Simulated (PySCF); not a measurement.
**Ionisation energy of B by level of theory**

B [He] 2s2 2p1 (2P) → B⁺ [He] 2s2 (1S), as a difference of total energies. All numbers are calculated (PySCF 2.14, scalar relativity by spin-free X2C-1e, in cc-pVTZ-DK). Correlated levels: valence: 1s2 frozen. The calculations carry no spin-orbit coupling.

| method | ionisation energy (eV) |
| --- | --- |
| UHF | 8.035 |
| BP86 | 8.743 |
| PBE | 8.666 |
| MP2 (valence) | 8.258 |
| SCS-MP2 (valence) | 8.227 |
| CCSD (valence) | 8.170 |
| CCSD(T) (valence) | 8.206 |

Errors of the correlated levels include the incompleteness of this basis and the frozen core.

The coupled-cluster amplitudes are large for B⁺ (T1 above 0.03 or a double amplitude above 0.15), so a single reference is strained.

Task: Which method comes closest to the reference value, and which is furthest?

Result: The reference is 8.297 eV (measured; NIST levels, between the centres of gravity of the two terms). Closest: MP2 (valence) (error -0.039 eV); furthest: BP86 (error 0.446 eV).
